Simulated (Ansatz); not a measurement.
## Stretch profile

AlSiH$_{6}$O (SMILES [OH2+][AlH][SiH3]) (charge +1), singlet, at its PBE0-D4/def2-TZVP minimum:

```json
{"atom": "O1", "x (Å)": "-1.2122", "y (Å)": "0.7736", "z (Å)": "-1.2044"}
{"atom": "Al2", "x (Å)": "0.1468", "y (Å)": "1.0094", "z (Å)": "0.1067"}
{"atom": "Si3", "x (Å)": "0.9158", "y (Å)": "-1.1583", "z (Å)": "0.9295"}
{"atom": "H4", "x (Å)": "-1.5676", "y (Å)": "-0.0695", "z (Å)": "-1.5199"}
{"atom": "H5", "x (Å)": "-1.6550", "y (Å)": "1.5061", "z (Å)": "-1.6581"}
{"atom": "H6", "x (Å)": "0.2329", "y (Å)": "2.5729", "z (Å)": "0.1355"}
{"atom": "H7", "x (Å)": "2.3646", "y (Å)": "-1.2474", "z (Å)": "0.6328"}
{"atom": "H8", "x (Å)": "0.1417", "y (Å)": "-2.1908", "z (Å)": "0.1945"}
{"atom": "H9", "x (Å)": "0.6330", "y (Å)": "-1.1961", "z (Å)": "2.3834"}
```

The bond length Si3–H7 (1.481 Å at the minimum) is set to the values below, the two halves moving rigidly along the bond. Each method's energies count from its own value at the PBE0-D4 minimum structure. Ansatz 0.2.0; basis: def2-TZVPP; cores frozen in the correlated methods. B3LYP uses VWN-RPA correlation.

```csv
bond length (Å),CCSD(T) (eV),MP2 (eV),HF (eV),B3LYP-D4 (eV),r2SCAN-D4 (eV)
1.215,0.956,0.939,0.946,0.939,0.967
1.277,0.501,0.486,0.489,0.492,0.512
1.369,0.125,0.115,0.115,0.122,0.132
1.476,0.000,-0.001,-0.001,0.000,0.000
1.594,0.108,0.122,0.128,0.107,0.100
1.721,0.394,0.429,0.448,0.385,0.376
1.857,0.799,0.865,0.904,0.768,0.772
1.999,1.262,1.369,1.438,1.229,1.235
2.148,1.743,1.908,2.016,1.726,1.730
```

Minimum and curvature along this coordinate at CCSD(T): A fifth-order fit through the nearest points gives 1.476 Å, with a curvature of about 18 eV/Å².

Task: Treat the two halves as rigid bodies and work out the harmonic wavenumber of this stretch from that curvature (ν̃ = 521.5 √(k/μ) cm⁻¹ with k in eV/Å² and μ in u).

Result: The halves weigh 76.11 and 1.01 u, so μ = 76.11 × 1.01/77.12 = 0.997 u and ν̃ = 521.5 √(18/0.997) ≈ 2200 cm⁻¹. A true normal mode mixes in other motions, so this is a guide only.

Largest difference from the CCSD(T) curve over the scan: PBE-D4 0.154; PBE0-D4 0.030; wB97M-V 0.119 eV. Each curve counts from its own value at the minimum.

The T1 diagnostic stays at or below 0.015. The restricted Hartree–Fock reference is unstable towards an unrestricted one here.

For scale, one of the runs: CCSD(T)/def2-TZVPP, 199 basis functions, launched by `ansatz run in.yaml --threads 2 --pin off --events-out ev --progress --plain --max-ram 4352MiB`. Time: 29 s of wall clock on 2 CPU threads of an Arm Neoverse V2; the host was shared. Peak host memory: 2.2 GiB.
